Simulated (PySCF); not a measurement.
## Shieldings and the share of exact exchange

Molecule: SMILES Nc1nccs1, C3H4N2S.

Bonds (- single, = double, # triple, : aromatic): N1-C2 1.365 Å, C2:N3 1.299 Å, N3:C4 1.367 Å, C4:C5 1.362 Å, C5:S6 1.734 Å, S6:C2 1.753 Å. N1 carries H7, H8; C4 carries H9; C5 carries H10.

GIAO shieldings (ppm, equivalent atoms averaged) in PySCF 2.14 on the PBE0-D3(BJ)/def2-SVP geometry, basis pcSseg-2, gas phase, non-relativistic:

| functional | exact exchange (%) | σ(N1) | σ(S6) |
| --- | --- | --- | --- |
| BLYP | 0 | 171.9 | 259.8 |
| BP86 | 0 | 175.2 | 277.7 |
| PBE | 0 | 175.7 | 282.9 |
| PBE0 | 25 | 181.7 | 300.4 |
| mPW1PW91 | 25 | 180.8 | 294.7 |
| BHandHLYP | 50 | 184.0 | 299.1 |
| HF | 100 | 193.9 | 358.0 |

Problem. Fit each shielding as a line in the percentage of exact exchange.

Solution. σ(N1) = 174.9 + 0.19 x (rms 1.5 ppm); σ(S6) = 273.3 + 0.80 x (rms 9.0 ppm). The functionals also differ in their semilocal parts, which the line can't hold; Hartree–Fock has no correlation at all.

Problem. What does the line predict for B3LYP (20 %), and what does the run give?

Solution. σ(N1): 178.7 predicted, 177.1 computed; σ(S6): 289.3 predicted, 273.6 computed ppm.
